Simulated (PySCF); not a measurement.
**C2HClF2 (SMILES FC(F)=CCl): M06-L/6-31G(d) (spherical functions)**

What is the energy change on altering one bond length of C2HClF2 at M06-L/6-31G* (spherical functions)? 

The results are computed with PySCF 2.14.0.

3 further runs of the same task are left out: 3 set aside as unsound or not needed.

### 1 Starting point

The species is C2HClF2 (6 atoms), meant as a singlet with charge 0. SMILES: `FC(F)=CCl`. The shape is that of a PBE0-D4/def2-TZVP optimisation.

Bond lengths: F1–C2 1.312 Å, C2–F3 1.305 Å, C2–C4 1.321 Å, C4–Cl5 1.706 Å, C4–H6 1.079 Å. Angles: F1–C2–F3 111.1°, F1–C2–C4 123.1°, F3–C2–C4 125.8°, C2–C4–Cl5 122.3°, C2–C4–H6 120.1°, Cl5–C4–H6 117.5°.

### 2 The energy at M06-L/6-31G(d) (spherical functions)

input.xyz reads:

```xyz
6

F      0.901010    -0.810380     1.342040
C      0.267650    -0.562200     0.220370
F      0.192510    -1.632620    -0.522730
C     -0.218360     0.626770    -0.086550
Cl    -1.039010     0.926430    -1.552100
H     -0.103800     1.452000     0.598970
```

job.py reads:

```python
# FC(F)=CCl
from pyscf import gto, dft

mol = gto.Mole()
mol.atom = 'input.xyz'
mol.basis = '6-31g*'
mol.verbose = 3
mol.charge = 0
mol.max_memory = 1860
mol.build()

mf = dft.RKS(mol, xc='m06-l')
mf.conv_tol = 1e-10
mf.grids.level = 5
mf.kernel()
if not mf.converged:
    mf = mf.newton().run(mf.mo_coeff, mf.mo_occ)

e_tot = mf.e_tot
print(f'total energy: {e_tot:.8f} hartree')
```

On the command line:

```console
$ OMP_NUM_THREADS=1 python job.py
```

What it wrote:

```text
converged SCF energy = -736.592700136627
total energy: -736.59270014 hartree
```

Run time: 21 s. Hardware: 1 thread of Intel Xeon at 2.70GHz, shared host; peak memory 0.4 GiB.

### 3 The distorted shape at the same level

start.xyz reads:

```xyz
6
C2HClF2
F      0.973904    -0.988707     1.388073
C      0.340544    -0.740527     0.266403
F      0.265404    -1.810947    -0.476697
C     -0.218360     0.626770    -0.086550
Cl    -1.039010     0.926430    -1.552100
H     -0.103800     1.452000     0.598970
```

run.py reads:

```python
from pyscf import gto, dft

mol = gto.M(
    atom='start.xyz',
    spin=0,
    basis='6-31g*',
    verbose=3,
    max_memory=1860,
)

mf = dft.RKS(mol)
mf.xc = 'm06-l'
mf.conv_tol = 1e-10
mf.grids.level = 5
mf.kernel()
if not mf.converged:
    mf = mf.newton().run(mf.mo_coeff, mf.mo_occ)

e_tot = mf.e_tot
print('Final energy', e_tot)
```

On the command line:

```console
$ OMP_NUM_THREADS=1 python run.py
```

What it wrote:

```text
converged SCF energy = -736.563797588454
Final energy -736.5637975884545
```

Wall time 24 s (1 thread of Intel Xeon at 2.70GHz, shared host); peak memory 0.43 GiB.

### 4 Outcome

At M06-L/6-31G* (spherical functions):

| quantity | value |
| --- | --- |
| first shape: total energy | -736.59270 Eh |
| first shape: dipole moment | 1.04 D |
| first shape: HOMO energy | -6.16 eV |
| first shape: LUMO energy | -0.23 eV |
| first shape: HOMO–LUMO gap | 5.93 eV |
| distorted shape: total energy | -736.56380 Eh |
| distorted shape: dipole moment | 1.00 D |
| distorted shape: HOMO energy | -5.61 eV |
| distorted shape: LUMO energy | -1.29 eV |
| distorted shape: HOMO–LUMO gap | 4.32 eV |
| energy change with the C2–C4 bond stretched from 1.321 to 1.519 Å | 0.786 eV |

**Reading.** With the C2–C4 bond stretched from 1.321 to 1.519 Å the energy rises by 0.79 eV (18.1 kcal/mol). The first shape isn't relaxed at this level, so the change isn't measured from a minimum. Mulliken charges (first shape) run from -0.49 on C4 to +0.80 on C2. Mulliken charges (distorted shape) run from -0.47 on C4 to +0.73 on C2; they depend strongly on the basis.
